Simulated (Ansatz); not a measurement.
`C=C(F)/C=C/F` + CH₃OH → `CO/C=C/F` + `C=CF`  (substitution at a C–C bond)

Program: Ansatz. Geometries: PBE0-D4/def2-TZVP. ΔE: electronic, gas phase. CBS: MP2 limit from def2 TZ/QZ plus the TZ coupled-cluster correction, frozen cores. This one scheme is used for every species. Double bonds are as drawn, so ΔE can hold a change between cis and trans. DFT in def2-TZVPP. Each species was taken in one conformer, which may not be the lowest.

`C=C(F)/C=C/F`:

```xyz
10

C     0.904    1.505   -0.678
C    -0.018    0.708   -0.154
F    -1.218    1.218    0.178
C     0.114   -0.703    0.117
C    -0.863   -1.428    0.645
F    -0.709   -2.729    0.882
H     1.870    1.104   -0.947
H     0.703    2.555   -0.841
H     1.059   -1.173   -0.128
H    -1.841   -1.058    0.926
```

CH₃OH:

```xyz
6

C    -0.092   -0.336    0.073
O     0.142    1.029    0.330
H    -0.426   -0.785    1.009
H     0.814   -0.862   -0.253
H    -0.877   -0.492   -0.678
H     0.439    1.446   -0.481
```

`CO/C=C/F`:

```xyz
10

C     1.410   -0.031    0.195
O     0.638    0.562   -0.821
C    -0.694    0.409   -0.718
C    -1.354   -0.238    0.236
F    -2.697   -0.295    0.185
H     2.451    0.184   -0.035
H     1.157    0.390    1.176
H     1.256   -1.116    0.222
H    -1.231    0.887   -1.529
H    -0.937   -0.752    1.090
```

`C=CF`:

Cartesian coordinates in Å:
```
C -0.380 -0.247 -0.535
C 0.388 0.223 0.425
F -0.051 0.387 1.676
H -1.410 -0.524 -0.352
H 0.027 -0.359 -1.530
H 1.425 0.521 0.317
```

| level | ΔE (kJ/mol) |
| --- | --- |
| PBE0-D4 | 64.2 |
| ωB97M-V | 58.8 |
| PBE | 61.4 |
| MP2/def2-QZVPP | 69.4 |

Question: What does CCSD(T)/CBS give? (An estimate is asked.)

Answer: Ansatz gave: +64.1 kJ/mol. The listed levels differ from it by 0.1, -5.3, -2.7, 5.3 kJ/mol.

Largest T1 diagnostic among the species: 0.012.

CCSD(T)/CBS has its own doubt, a few kJ/mol and more with outer-core shells, so smaller differences from it don't rank the levels.
